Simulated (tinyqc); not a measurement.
CIS on RHF in the sto-3g basis, frozen core, for HF, spin multiplicity 1, step by step. One step of it, computed by the program tinyqc.

Problem. CIS matrix, triplets. A(ia,jb) = (e_a - e_i) d_ij d_ab - (ij|ab).

orbital energies (hartree): MO1 -25.919914, MO2 -1.423985, MO3 -0.514553, MO4 -0.462315, MO5 -0.462315, MO6 0.427219

Two-electron integrals over orbitals (pq|rs), unique and non-zero (hartree); the lowest 1 orbital is frozen and left out:
```
(22|22) 0.866300    (32|22) -0.041715   (32|32) 0.143225    (33|22) 0.712188
(33|32) -0.022716   (33|33) 0.700933    (42|42) 0.187201    (43|42) -0.032540
(43|43) 0.038550    (44|22) 0.890300    (44|32) -0.071411   (44|33) 0.700580
(44|44) 0.997514    (52|52) 0.187201    (53|52) -0.032540   (53|53) 0.038550
(54|54) 0.053770    (55|22) 0.890300    (55|32) -0.071411   (55|33) 0.700580
(55|44) 0.889973    (55|55) 0.997514    (62|22) -0.099153   (62|32) -0.068758
(62|33) -0.025170   (62|44) -0.097464   (62|55) -0.097464   (62|62) 0.092304
(63|22) -0.216631   (63|32) 0.087141    (63|33) -0.101752   (63|44) -0.231637
(63|55) -0.231637   (63|62) 0.043198    (63|63) 0.215870    (64|42) -0.032711
(64|43) -0.020389   (64|64) 0.029777    (65|52) -0.032711   (65|53) -0.020389
(65|65) 0.029777    (66|22) 0.651878    (66|32) 0.053301    (66|33) 0.657602
(66|44) 0.633130    (66|55) 0.633130    (66|62) -0.058279   (66|63) -0.022597
(66|66) 0.688702
```

Give: CIS matrix A, triplet.

Solution.

CIS matrix A, triplet (hartree), lower triangle:
```
        2>6    3>6    4>6    5>6
2>6   1.199
3>6  -0.053  0.284
4>6   0.000  0.000  0.256
5>6   0.000  0.000  0.000  0.256
```
